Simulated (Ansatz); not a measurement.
**Zinc, hcp: convergence with the plane-wave cutoff**

Computed with Ansatz, r²SCAN, scalar-relativistic PAW, on the relaxed cell (a = 2.619 Å, c = 4.839 Å (c/a = 1.848); spin not included). Errors count from a run at 500 eV on a Γ-centred 23×23×11 mesh with Fermi-Dirac smearing of 0.1 eV, extrapolated to zero width. Fixed here: mesh 14×14×7, Fermi-Dirac width 0.1 eV. The pressure holds a Pulay correction and is unreliable far below the recommended cutoff. The SCF starts from atomic densities corrected by a trained network.

```
cutoff (eV)  E(σ→0) error (meV/atom)  P (GPa)  SCF iterations
        150                  31556.7     6.37               9
        200                   6711.3    -5.67               7
        250                   1156.5     4.20               6
        300                    110.5     0.75               7
        350                     12.4     0.20               6
        420                      5.3     0.03               6
        500                      2.6     0.04               6
        600                      2.1     0.05               6
        800                      1.9     0.05               6
```

Within 5 meV/atom of the last row: from 420 eV on.
